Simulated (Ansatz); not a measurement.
A made-up structure of NaAlBH$_{2}$, doublet:

| atom | x (Å) | y (Å) | z (Å) |
| --- | --- | --- | --- |
| B1 | -0.8695 | 0.6077 | -0.4111 |
| Al2 | 0.6837 | -0.4780 | 0.3230 |
| Na3 | 2.8822 | -2.0144 | 1.3626 |
| H4 | -2.0074 | 0.3615 | -0.1014 |
| H5 | 4.5881 | -2.0866 | 2.3452 |

It is relaxed with PBE-D4/def2-SVP and then PBE0-D4/def2-TZVP (Ansatz 0.2.0). Atoms count as bonded within 1.22 times the sum of their covalent radii (H–H: 0.88 Å). The end point is not checked to be a true minimum.

Q: Does its bonding change? (A judgement: the text doesn't fix the answer.)

A: The calculation gives: No: no bond forms or breaks.

Where it ends: The first stage lowers the energy by 0.31 eV in 10 steps. It ends as NaAlBH₂ ([BH][Al][NaH]):
B1  (-1.099, 0.386, -0.125)
Al2  (0.495, -0.833, 0.347)
Na3  (3.126, -1.994, 1.428)
H4  (-2.098, 0.914, -0.505)
H5  (4.853, -2.083, 2.374)
(Å)

Labels in which every atom is bracketed show which atoms are joined, not bond orders.

For scale, one of the runs: PBE0-D4/def2-TZVP relaxation, 112 basis functions, launched by `ansatz run in.yaml --threads 2 --pin off --events-out ev --progress --plain --max-ram 4352MiB`. Hardware: 2 CPU threads of an Intel Xeon 6975P-C, shared host. Wall time about 2.3 min.
